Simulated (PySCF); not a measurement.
An unknown gives this computed stick spectrum. Level of theory: TDDFT PBE0/def2-SVPD, vertical, gas phase, core orbitals frozen in the response (PySCF 2.14.0, density-fitted response routines). Geometries: GFN2-xTB, one conformer each.

| state | E (eV) | λ (nm) | f |
| --- | --- | --- | --- |
| S1 | 5.19 | 239.0 | 0.0010 |
| S2 | 5.58 | 222.4 | 0.0052 |
| S3 | 5.73 | 216.2 | 0.0029 |
| S4 | 6.20 | 199.9 | 0.024 |
| S5 | 6.27 | 197.8 | 0.012 |
| S6 | 6.43 | 192.7 | 0.011 |
| S7 | 6.46 | 191.9 | 0.077 |
| S8 | 6.56 | 188.9 | 0.026 |

Triplets computed (Tamm–Dancoff): 4.76, 5.20, 5.34 eV.

Problem. Which structure fits?
A. `CC1=CCCP1`
B. `CCPCSC`
C. `C=CP=C=O`
D. `CCC[P@@H](C)=S`

Solution. B. Its S1 lies at 5.19 eV; the nearest of the others has S1 at 5.61 eV. S1 is HOMO→LUMO (67%), HOMO→LUMO+1 (15%), HOMO→LUMO+2 (12%). Löwdin shares by element: HOMO sulfur 67%, carbon 20% or more, phosphorus 4%; LUMO sulfur 25%, phosphorus 17%, carbon 17% or more (atoms not listed hold the other 41%). At the same level the other candidates give, for their lowest levels:
- `CCC[P@@H](C)=S`: 5.68 eV (f 0.006); 5.83 eV (f 0.038); 5.94 eV (f 0.048); 5.95 eV (f 0.044); 6.20 eV (f 0.012); T1 5.30 eV; HOMO -6.51, LUMO 0.31 eV
- `C=CP=C=O`: 2.73 eV (f 0.001); 4.82 eV (f 0.069); 5.57 eV (f 0.146); 5.75 eV (f 0.001); 5.89 eV (f 0.000); T1 2.37 eV; HOMO -6.52, LUMO -2.01 eV
- `CC1=CCCP1`: 5.61 eV (f 0.053); 6.04 eV (f 0.019); 6.12 eV (f 0.026); 6.57 eV (f 0.097); 6.81 eV (f 0.017); T1 4.05 eV; HOMO -6.55, LUMO 0.13 eV

The values belong to the conformer `[CH3:1][CH2:2][PH:3][CH2:4][S:5][CH3:6]`: C1–C2–P3–C4 52°, C2–P3–C4–S5 166°, P3–C4–S5–C6 58°.
